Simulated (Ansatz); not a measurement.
Saddle point of Si₂H₇F, singlet (SiH₃F ([F][SiH3]) + SiH₄ → Si₂H₆ ([SiH3][SiH3]) + HF; bonds formed: Si1–Si7, F2–H6; bonds broken: Si1–F2, H6–Si7), PBE0-D4/def2-TZVP structure:

Si1  (-0.856, 0.421, -0.762)
F2  (0.423, 1.890, -0.581)
H3  (-0.603, 0.407, -2.217)
H4  (-1.917, 1.300, -0.230)
H5  (-1.387, -0.964, -0.492)
H6  (0.669, 0.902, 0.037)
Si7  (0.778, -0.728, 0.850)
H8  (-0.215, -1.047, 1.903)
H9  (1.064, -1.906, -0.003)
H10  (2.045, -0.275, 1.495)
(Å)

Energies are electronic, without zero-point energy. Barriers and step energies count from the start structure reached by relaxing down the imaginary mode; all methods use the PBE0-D4 structures, on which another method's saddle can fall below an end. Ansatz 0.2.0; basis: def2-TZVPP, with def2-QZVPP for the basis limit; cores frozen in the correlated methods. B3LYP uses VWN-RPA correlation. Extrapolation: Hartree–Fock as exp(−7.88 √X), correlation as X^−2.97.

```json
{"method": "SPW92", "barrier (eV)": "1.957", "step energy (eV)": "0.900"}
{"method": "PBE-D4", "barrier (eV)": "2.314", "step energy (eV)": "0.967"}
{"method": "BLYP-D4", "barrier (eV)": "2.698", "step energy (eV)": "1.209"}
{"method": "r2SCAN-D4", "barrier (eV)": "2.633", "step energy (eV)": "1.182"}
{"method": "B97M-V", "barrier (eV)": "2.834", "step energy (eV)": "1.218"}
{"method": "PBE0-D4", "barrier (eV)": "2.615", "step energy (eV)": "1.043"}
{"method": "B3LYP-D4", "barrier (eV)": "2.904", "step energy (eV)": "1.256"}
{"method": "r2SCAN0-D4", "barrier (eV)": "?", "step energy (eV)": "1.202"}
{"method": "BHLYP-D4", "barrier (eV)": "3.246", "step energy (eV)": "1.363"}
{"method": "CAM-B3LYP-D4", "barrier (eV)": "2.999", "step energy (eV)": "1.333"}
{"method": "wB97X-V", "barrier (eV)": "2.915", "step energy (eV)": "1.246"}
{"method": "wB97M-V", "barrier (eV)": "2.885", "step energy (eV)": "1.283"}
{"method": "B2PLYP", "barrier (eV)": "?", "step energy (eV)": "1.330"}
{"method": "PBE-QIDH", "barrier (eV)": "?", "step energy (eV)": "1.190"}
{"method": "RPA on PBE", "barrier (eV)": "3.044", "step energy (eV)": "1.312"}
{"method": "HF", "barrier (eV)": "4.057", "step energy (eV)": "1.628"}
{"method": "MP2", "barrier (eV)": "3.015", "step energy (eV)": "1.314"}
{"method": "CCSD", "barrier (eV)": "3.207", "step energy (eV)": "1.300"}
{"method": "CCSD(T)", "barrier (eV)": "3.035", "step energy (eV)": "1.251"}
```

**Question.** Fill in the withheld barriers. (Judge from chemistry; the value comes from the calculation.)

**Answer.** The calculation gives: B2PLYP 3.028; r2SCAN0-D4 2.824; PBE-QIDH 2.894 eV. Each is the energy of the saddle less that of the start structure, by the same method.

For comparison, the barrier by CCSD(T) at an estimated basis limit (MP2 extrapolated from triple and quadruple zeta, plus CCSD(T) − MP2 in triple zeta) is 2.991 eV.

No T1 diagnostic of these runs exceeds 0.015. The start structure is not quite a true minimum (one mode of 38i cm⁻¹).

Labels in which every atom is bracketed show which atoms are joined, not bond orders.

For scale, one of the runs: CCSD(T)/def2-TZVPP, 213 basis functions, launched by `ansatz run in.yaml --threads 4 --pin off --events-out ev --progress --plain --max-ram 9574MiB`. Time: 17 s of wall clock on 4 CPU threads of a Oxide Virtual Turin-like; the host was shared. Peak host memory: 2.8 GiB.
